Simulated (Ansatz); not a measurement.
```yaml
crystal:
  periodic: [false, false, false]
  atoms:
    - {symbol: Al, position_ang: [-1.630988, 0.460450, -0.004125]}
    - {symbol: As, position_ang: [0.578414, -0.184055, 0.001531]}
    - {symbol: H, position_ang: [0.665580, 1.355283, -0.003410]}
basis:
  gaussian: {orbitals: def2-TZVP}
magnetization: {spin_polarized: true, initial_magnetization: 1}
hamiltonian: {xc: pbe0}
relax: {f_tol: 0.004, max_steps: 80}
```

```sh
$ ansatz run in.yaml --threads 1 --pin off --events-out ev --progress --plain --max-ram 2176MiB
```

Steps of the relaxation (energy above the last step; positions in Å, forces in eV/Å):

```
3
step 1, 15.7 meV
Al   -1.631    0.460   -0.004    0.155    0.024    0.000
As    0.578   -0.184    0.002   -0.061   -0.102    0.000
H     0.666    1.355   -0.003   -0.095    0.078    0.000
```

```
3
step 2, 5.9 meV
Al   -1.593    0.486   -0.004    0.086    0.020    0.000
As    0.594   -0.201    0.002   -0.021   -0.092    0.000
H     0.612    1.346   -0.003   -0.065    0.072    0.000
```

```
3
step 3, 1.2 meV
Al   -1.526    0.534   -0.004    0.031   -0.034    0.000
As    0.625   -0.234    0.002   -0.067    0.112    0.000
H     0.514    1.332   -0.004    0.037   -0.079    0.000
```

```
3
step 6, 0.0 meV
Al   -1.541    0.522   -0.004    0.000    0.000    0.000
As    0.615   -0.224    0.002    0.000    0.000    0.000
H     0.539    1.335   -0.004    0.000    0.000    0.000
```

Close pairs at the end: As2–H3 1.561 Å, Al1–As2 2.281 Å.

A stationary point of unrestricted PBE0 after 6 steps, with ⟨S²⟩ = 0.761 against 0.75 for a pure state; no frequencies were run, so it isn't proven a minimum. 53 s on 1 thread of Intel Xeon Platinum 8259CL, shared host.
